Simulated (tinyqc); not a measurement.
Inside a calculation. Method: LCCD on RHF in the sto-3g basis, frozen core, for HF, spin multiplicity 1. Computed by tinyqc, a small Python program that keeps every step (integrals from PySCF). Settings: charge = 0, multiplicity = 1, basis = sto-3g, method = RHF, frozen orbitals = 1, energy threshold = 1e-10, iteration cap = 57, orthogonalisation = canonical, start = Wolfsberg-Helmholz matrix, DIIS depth = 6, amplitude equations = LCCD, DIIS depth for amplitudes = 4, cap on updates = 81. Command: `OMP_NUM_THREADS=1 python tinyqc.py 24397 24398 out.jsonl` (the two numbers bound the seeds that draw the settings). One thread of a shared host (Intel(R) Xeon(R) Processor @ 2.60GHz), about 0.06 s of CPU time with the checks. The early iterations of the SCF are left out here.

## One-electron integrals

Geometry (angstrom):
```
atom         x         y         z
F     0.000000  0.000000  0.000000
H     0.000000  0.000000  1.096000
```

Basis sto-3g: exponents (1/bohr^2) and contraction coefficients of normalised primitives:
```
element  l (shell)    exponent  coefficient
F            s (1)  166.679130     0.154329
F            s (1)   30.360812     0.535328
F            s (1)    8.216821     0.444635
F            s (2)    6.464803    -0.099967
F            s (2)    1.502281     0.399513
F            s (2)    0.488588     0.700115
F            p (3)    6.464803     0.155916
F            p (3)    1.502281     0.607684
F            p (3)    0.488588     0.391957
H            s (1)    3.425251     0.154329
H            s (1)    0.623914     0.535328
H            s (1)    0.168855     0.444635
```

Overlap, kinetic and nuclear-attraction integrals over the contracted functions; the nuclear repulsion is the sum of Za Zb / Rab.

nuclear repulsion = 4.34543330 hartree

overlap S, order 1F 1s, 1F 2s, 1F 2px, 1F 2py, 1F 2pz, 2H 1s:
$$\begin{pmatrix}
1.000000 & 0.237990 & 0.000000 & 0.000000 & 0.000000 & 0.032225 \\
0.237990 & 1.000000 & 0.000000 & 0.000000 & 0.000000 & 0.338257 \\
0.000000 & 0.000000 & 1.000000 & 0.000000 & 0.000000 & 0.000000 \\
0.000000 & 0.000000 & 0.000000 & 1.000000 & 0.000000 & 0.000000 \\
0.000000 & 0.000000 & 0.000000 & 0.000000 & 1.000000 & 0.284170 \\
0.032225 & 0.338257 & 0.000000 & 0.000000 & 0.284170 & 1.000000
\end{pmatrix}$$

kinetic energy T (hartree), order 1F 1s, 1F 2s, 1F 2px, 1F 2py, 1F 2pz, 2H 1s:
$$\begin{pmatrix}
36.984577 & -0.212858 & 0.000000 & 0.000000 & 0.000000 & -0.007341 \\
-0.212858 & 1.037995 & 0.000000 & 0.000000 & 0.000000 & 0.052331 \\
0.000000 & 0.000000 & 3.248015 & 0.000000 & 0.000000 & 0.000000 \\
0.000000 & 0.000000 & 0.000000 & 3.248015 & 0.000000 & 0.000000 \\
0.000000 & 0.000000 & 0.000000 & 0.000000 & 3.248015 & 0.153802 \\
-0.007341 & 0.052331 & 0.000000 & 0.000000 & 0.153802 & 0.760032
\end{pmatrix}$$

nuclear attraction V (hartree), order 1F 1s, 1F 2s, 1F 2px, 1F 2py, 1F 2pz, 2H 1s:
$$\begin{pmatrix}
-77.492406 & -9.291716 & 0.000000 & 0.000000 & -0.010540 & -1.290534 \\
-9.291716 & -12.023118 & 0.000000 & 0.000000 & -0.130074 & -2.998154 \\
0.000000 & 0.000000 & -11.905659 & 0.000000 & 0.000000 & 0.000000 \\
0.000000 & 0.000000 & 0.000000 & -11.905659 & 0.000000 & 0.000000 \\
-0.010540 & -0.130074 & 0.000000 & 0.000000 & -11.980020 & -2.195173 \\
-1.290534 & -2.998154 & 0.000000 & 0.000000 & -2.195173 & -5.480529
\end{pmatrix}$$

core Hamiltonian H = T + V (hartree), order 1F 1s, 1F 2s, 1F 2px, 1F 2py, 1F 2pz, 2H 1s:
$$\begin{pmatrix}
-40.507829 & -9.504574 & 0.000000 & 0.000000 & -0.010540 & -1.297876 \\
-9.504574 & -10.985123 & 0.000000 & 0.000000 & -0.130074 & -2.945822 \\
0.000000 & 0.000000 & -8.657644 & 0.000000 & 0.000000 & 0.000000 \\
0.000000 & 0.000000 & 0.000000 & -8.657644 & 0.000000 & 0.000000 \\
-0.010540 & -0.130074 & 0.000000 & 0.000000 & -8.732005 & -2.041370 \\
-1.297876 & -2.945822 & 0.000000 & 0.000000 & -2.041370 & -4.720497
\end{pmatrix}$$

## Two-electron integrals

Functions are numbered as in S; the eight-fold symmetry (ij|kl) = (ji|kl) = (kl|ij) leaves the list below.

Two-electron integrals (ij|kl) in chemists' order, unique and non-zero (hartree):
```
(11|11) 5.403501   (21|11) 0.841920   (21|21) 0.156299   (22|11) 1.268028
(22|21) 0.292344   (22|22) 0.926167   (31|31) 0.027998   (32|31) 0.043169
(32|32) 0.204588   (33|11) 1.264502   (33|21) 0.292403   (33|22) 0.925959
(33|33) 0.997514   (41|41) 0.027998   (42|41) 0.043169   (42|42) 0.204588
(43|43) 0.053770   (44|11) 1.264502   (44|21) 0.292403   (44|22) 0.925959
(44|33) 0.889973   (44|44) 0.997514   (51|51) 0.027998   (52|51) 0.043169
(52|52) 0.204588   (53|53) 0.053770   (54|54) 0.053770   (55|11) 1.264502
(55|21) 0.292403   (55|22) 0.925959   (55|33) 0.889973   (55|44) 0.889973
(55|55) 0.997514   (61|11) 0.115498   (61|21) 0.021270   (61|22) 0.039561
(61|33) 0.039500   (61|44) 0.039500   (61|51) 0.000869   (61|52) 0.001635
(61|55) 0.039690   (61|61) 0.002924   (62|11) 0.303071   (62|21) 0.070857
(62|22) 0.251697   (62|33) 0.247953   (62|44) 0.247953   (62|51) 0.004834
(62|52) 0.038279   (62|55) 0.258938   (62|61) 0.009792   (62|62) 0.085378
(63|31) 0.007289   (63|32) 0.043678   (63|53) 0.007986   (63|63) 0.012444
(64|41) 0.007289   (64|42) 0.043678   (64|54) 0.007986   (64|64) 0.012444
(65|11) 0.210701   (65|21) 0.049878   (65|22) 0.189647   (65|33) 0.181629
(65|44) 0.181629   (65|51) 0.010258   (65|52) 0.070912   (65|55) 0.205464
(65|61) 0.007171   (65|62) 0.078956   (65|65) 0.084932   (66|11) 0.472360
(66|21) 0.112236   (66|22) 0.460533   (66|33) 0.445272   (66|44) 0.445272
(66|51) 0.009250   (66|52) 0.104065   (66|55) 0.490561   (66|61) 0.015594
(66|62) 0.203899   (66|65) 0.219369   (66|66) 0.774606
```

## Orthogonalisation

S = U s U^T; canonical form X = U s^(-1/2), so that X^T S X = 1. Each column of U has its largest component positive (the first on a tie).

eigenvalues of S: [0.529754, 0.847058, 1.000000, 1.000000, 1.128575, 1.494613]

X, order 1F 1s, 1F 2s, 1F 2px, 1F 2py, 1F 2pz, 2H 1s:
$$\begin{pmatrix}
0.354541 & 0.732257 & 0.000000 & 0.000000 & -0.574298 & 0.267555 \\
-0.821382 & -0.426957 & 0.000000 & 0.000000 & -0.347113 & 0.485434 \\
0.000000 & 0.000000 & 0.726464 & 0.687205 & 0.000000 & 0.000000 \\
0.000000 & 0.000000 & -0.687205 & 0.726464 & 0.000000 & 0.000000 \\
-0.539303 & 0.598566 & 0.000000 & 0.000000 & 0.601430 & 0.299661 \\
0.892441 & -0.322152 & 0.000000 & 0.000000 & 0.272122 & 0.521576
\end{pmatrix}$$

Within a degenerate level the vectors are fixed only up to a rotation; this is one choice.

## Iteration 6 (converged): orbitals

converged F (hartree), order 1F 1s, 1F 2s, 1F 2px, 1F 2py, 1F 2pz, 2H 1s:
$$\begin{pmatrix}
-25.906627 & -6.624141 & 0.000000 & 0.000000 & -0.018731 & -0.913797 \\
-6.624141 & -3.025577 & 0.000000 & 0.000000 & -0.048244 & -0.836126 \\
0.000000 & 0.000000 & -0.462039 & 0.000000 & 0.000000 & 0.000000 \\
0.000000 & 0.000000 & 0.000000 & -0.462039 & 0.000000 & 0.000000 \\
-0.018731 & -0.048244 & 0.000000 & 0.000000 & -0.267109 & -0.493406 \\
-0.913797 & -0.836126 & 0.000000 & 0.000000 & -0.493406 & -0.394627
\end{pmatrix}$$

Diagonalise F' = X^T F X, C = X C', fill 5 alpha and 5 beta electrons from the bottom; D = 2 C_occ C_occ^T. Each column has its largest component positive (the first on a tie).

F' = X^T F X (hartree):
$$\begin{pmatrix}
-0.744694 & -3.328946 & 0.000000 & 0.000000 & 2.732230 & -1.435072 \\
-3.328946 & -10.037728 & 0.000000 & 0.000000 & 10.132431 & -6.102710 \\
0.000000 & 0.000000 & -0.462039 & 0.000000 & 0.000000 & 0.000000 \\
0.000000 & 0.000000 & 0.000000 & -0.462039 & 0.000000 & 0.000000 \\
2.732230 & 10.132431 & 0.000000 & 0.000000 & -11.360695 & 6.892523 \\
-1.435072 & -6.102710 & 0.000000 & 0.000000 & 6.892523 & -5.269258
\end{pmatrix}$$

orbital energies (hartree): MO1 -25.916084, MO2 -1.430606, MO3 -0.529735, MO4 -0.462039, MO5 -0.462039, MO6 0.464050

coefficients C, order 1F 1s, 1F 2s, 1F 2px, 1F 2py, 1F 2pz, 2H 1s:
$$\begin{pmatrix}
0.994884 & -0.255198 & 0.063545 & 0.000000 & 0.000000 & 0.065920 \\
0.021235 & 0.977027 & -0.328830 & 0.000000 & 0.000000 & -0.387211 \\
0.000000 & 0.000000 & 0.000000 & -0.420521 & 0.907283 & 0.000000 \\
0.000000 & 0.000000 & 0.000000 & 0.907283 & 0.420521 & 0.000000 \\
0.001846 & 0.045531 & 0.688522 & 0.000000 & 0.000000 & -0.790256 \\
-0.004029 & 0.122245 & 0.570178 & 0.000000 & 0.000000 & 0.951978
\end{pmatrix}$$

D after iteration 6, order 1F 1s, 1F 2s, 1F 2px, 1F 2py, 1F 2pz, 2H 1s:
$$\begin{pmatrix}
2.117917 & -0.498210 & 0.000000 & 0.000000 & 0.067938 & 0.002053 \\
-0.498210 & 2.126326 & 0.000000 & 0.000000 & -0.363765 & -0.136281 \\
0.000000 & 0.000000 & 2.000000 & 0.000000 & 0.000000 & 0.000000 \\
0.000000 & 0.000000 & 0.000000 & 2.000000 & 0.000000 & 0.000000 \\
0.067938 & -0.363765 & 0.000000 & 0.000000 & 0.952279 & 0.796277 \\
0.002053 & -0.136281 & 0.000000 & 0.000000 & 0.796277 & 0.680125
\end{pmatrix}$$

Within a degenerate level the vectors are fixed only up to a rotation; this is one choice.

## Convergence

Stop when the energy changes by less than 1e-10 hartree and every element of the error matrix X^T (F D S - S D F) X is below 3e-06.

Course of the cycle:
```
iteration   E (hartree)     change  largest element of the error matrix
1          -98.25240256          -                             6.15e-01
2          -98.53836485  -2.86e-01                             1.37e-01
3          -98.55300551  -1.46e-02                             1.56e-02
4          -98.55317570  -1.70e-04                             2.12e-03
5          -98.55317808  -2.38e-06                             7.36e-06
6          -98.55317808  -6.75e-11                             2.40e-07
```

PySCF RHF in the same basis = -98.55317808 hartree

Converged in 6 iterations.

## Integrals over molecular orbitals

(pq|rs) = sum C_ip C_jq C_kr C_ls (ij|kl), one index at a time.

one-electron integrals over orbitals h = C^T H C (hartree):
$$\begin{pmatrix}
-40.490176 & 0.714965 & -0.168867 & 0.000000 & 0.000000 & -0.179859 \\
0.714965 & -9.130062 & 0.543285 & 0.000000 & 0.000000 & 0.964435 \\
-0.168867 & 0.543285 & -7.162581 & 0.000000 & 0.000000 & 2.088346 \\
0.000000 & 0.000000 & 0.000000 & -8.657644 & 0.000000 & 0.000000 \\
0.000000 & 0.000000 & 0.000000 & 0.000000 & -8.657644 & 0.000000 \\
-0.179859 & 0.964435 & 2.088346 & 0.000000 & 0.000000 & -6.067200
\end{pmatrix}$$

Two-electron integrals over orbitals (pq|rs), unique and non-zero (hartree); the lowest 1 orbital is frozen and left out:
```
(22|22) 0.863359    (32|22) -0.038494   (32|32) 0.147120    (33|22) 0.722184
(33|32) -0.027671   (33|33) 0.714100    (42|42) 0.185957    (43|42) -0.034876
(43|43) 0.040387    (44|22) 0.887729    (44|32) -0.073643   (44|33) 0.712164
(44|44) 0.997514    (52|52) 0.185957    (53|52) -0.034876   (53|53) 0.040387
(54|54) 0.053770    (55|22) 0.887729    (55|32) -0.073643   (55|33) 0.712164
(55|44) 0.889973    (55|55) 0.997514    (62|22) -0.106102   (62|32) -0.064247
(62|33) -0.027181   (62|44) -0.104120   (62|55) -0.104120   (62|62) 0.092996
(63|22) -0.205905   (63|32) 0.089937    (63|33) -0.106379   (63|44) -0.224164
(63|55) -0.224164   (63|62) 0.046473    (63|63) 0.207622    (64|42) -0.034890
(64|43) -0.019299   (64|64) 0.030148    (65|52) -0.034890   (65|53) -0.019299
(65|65) 0.030148    (66|22) 0.658377    (66|32) 0.057197    (66|33) 0.661515
(66|44) 0.637601    (66|55) 0.637601    (66|62) -0.060465   (66|63) -0.020805
(66|66) 0.695217
```

## LCCD: starting amplitudes

t_ij^ab = <ij||ab> / (e_i + e_j - e_a - e_b), whose energy is MP2.

Starting amplitudes (spin orbitals 1a, 1b, ...; amplitudes related by a flip of all spins are not repeated):
```
from      to          t
3a 3b  6a 6b  -0.104460
2a 2b  6a 6b  -0.024542
5a 5b  6a 6b  -0.016277
4a 4b  6a 6b  -0.016277
2a 3b  6a 6b  -0.016089
```

correlation energy = -0.02644740 hartree

## LCCD: amplitude update 1

t_ij^ab D_ij^ab are set to the remaining terms of the spin-orbital equations, evaluated with the old amplitudes; for the doubles these are <ij||ab> + 1/2 <ab||ef> t_ij^ef + 1/2 <mn||ij> t_mn^ab + P(ij)P(ab) <mb||ej> t_im^ae, D the orbital-energy denominators (linear CCD).

Amplitudes after update 1 (spin orbitals 1a, 1b, ...; amplitudes related by a flip of all spins are not repeated):
```
from      to          t
3a 3b  6a 6b  -0.146705
2a 2b  6a 6b  -0.025549
2a 3b  6a 6b  -0.025159
5a 5b  6a 6b  -0.018676
4a 4b  6a 6b  -0.018676
```

correlation energy = -0.03629968 hartree

## LCCD: convergence

E_corr = 1/4 sum <ij||ab> t_ij^ab; stop when the norm of the change is below 1e-8.

Course of the amplitude iterations:
```
update  correlation energy (hartree)  norm of the change
0                        -0.02644740                   -
1                        -0.03629968            8.86e-02
2                        -0.04034709            3.81e-02
3                        -0.04341146            1.66e-02
4                        -0.04340901            3.51e-04
5                        -0.04340792            3.22e-05
6                        -0.04340792            3.60e-06
7                        -0.04340792            1.56e-06
8                        -0.04340792            3.76e-09
```

Converged amplitudes (spin orbitals 1a, 1b, ...; amplitudes related by a flip of all spins are not repeated):
```
from      to          t
3a 3b  6a 6b  -0.179082
2a 3b  6a 6b  -0.031859
2a 2b  6a 6b  -0.022902
5a 5b  6a 6b  -0.018834
4a 4b  6a 6b  -0.018834
```

LCCD total energy = -98.59658600 hartree

Converged in 8 updates, with DIIS from the third.
